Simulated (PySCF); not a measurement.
One molecule, a ladder of functionals, a line

Molecule: `O=C(O)C1CC1`, C$_{4}$H$_{6}$O$_{2}$.

Molfile (atoms numbered from 1):
```
C4H6O2
     RDKit          3D

 12 12  0  0  0  0  0  0  0  0999 V2000
    1.8165   -0.0793   -1.7348 O   0  0  0  0  0  0  0  0  0  0  0  0
    1.1703    0.0914   -0.7340 C   0  0  0  0  0  0  0  0  0  0  0  0
    1.6972    0.6434    0.3749 O   0  0  0  0  0  0  0  0  0  0  0  0
   -0.2559   -0.2740   -0.5779 C   0  0  0  0  0  0  0  0  0  0  0  0
   -1.1688    0.5678    0.2823 C   0  0  0  0  0  0  0  0  0  0  0  0
   -0.7677   -0.7837    0.7492 C   0  0  0  0  0  0  0  0  0  0  0  0
    2.6229    0.8373    0.1649 H   0  0  0  0  0  0  0  0  0  0  0  0
   -0.6653   -0.7098   -1.4908 H   0  0  0  0  0  0  0  0  0  0  0  0
   -2.1859    0.7188   -0.0871 H   0  0  0  0  0  0  0  0  0  0  0  0
   -0.7214    1.4326    0.7771 H   0  0  0  0  0  0  0  0  0  0  0  0
   -0.0433   -0.8494    1.5640 H   0  0  0  0  0  0  0  0  0  0  0  0
   -1.4986   -1.5951    0.7123 H   0  0  0  0  0  0  0  0  0  0  0  0
  1  2  2  0
  2  3  1  0
  2  4  1  0
  4  5  1  0
  5  6  1  0
  6  4  1  0
  3  7  1  0
  4  8  1  0
  5  9  1  0
  5 10  1  0
  6 11  1  0
  6 12  1  0
M  END
```

GIAO shieldings (ppm, equivalent atoms averaged) in PySCF 2.14.0 with density-fitted response routines on the PBE0-D3(BJ)/def2-SVP geometry, basis pcSseg-2, gas phase, non-relativistic:

```csv
functional,exact exchange (%),σ(O3),σ(C4),σ(C5/C6)
BLYP,0,124.7,157.8,163.0
BP86,0,127.2,161.8,166.9
PBE,0,127.1,162.2,167.3
B3LYP,20,134.6,162.9,168.6
PBE0,25,139.1,168.1,173.8
mPW1PW91,25,138.5,167.3,173.0
HF,100,169.8,180.9,186.3
```

Q: Fit each shielding as a line in the percentage of exact exchange.

A: σ(O3) = 126.7 + 0.44 x (rms 1.1 ppm); σ(C4) = 160.9 + 0.20 x (rms 1.8 ppm); σ(C5/C6) = 166.2 + 0.21 x (rms 1.8 ppm). The functionals also differ in their semilocal parts, which the line can't hold; Hartree–Fock has no correlation at all.

Q: What does the line predict for BHandHLYP (50 %), and what does the run give?

A: σ(O3): 148.7 predicted, 148.6 computed; σ(C4): 170.9 predicted, 169.9 computed; σ(C5/C6): 176.7 predicted, 175.9 computed ppm.
